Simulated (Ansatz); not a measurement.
Basis-set extrapolation for the Cl⁻ ion (frozen core, Ansatz). Multiplicity 1, RHF reference.

|  | def2-TZVPPD | def2-QZVPPD |
| --- | --- | --- |
| HF | -459.564711 | -459.576608 |
| MP2 correlation | -0.203784 | -0.224333 |
| CCSD(T) correlation | -0.228456 | -0.249806 |

Energies in hartree. Use E(X) = E(∞) + A·exp(−7.88·√X) for Hartree–Fock and E(X) = E(∞) + B·X^(−2.97) for correlation, with X = 3 and 4.

What is the CCSD(T) energy at the basis-set limit?

HF limit: -459.576608 + (-0.011897) × 0.13774 = -459.57825. Correlation limit: -0.249806 + (-0.021350) × 0.74074 = -0.26562. Total: -459.84387 hartree, 133.1 kJ/mol below CCSD(T)/def2-TZVPPD.
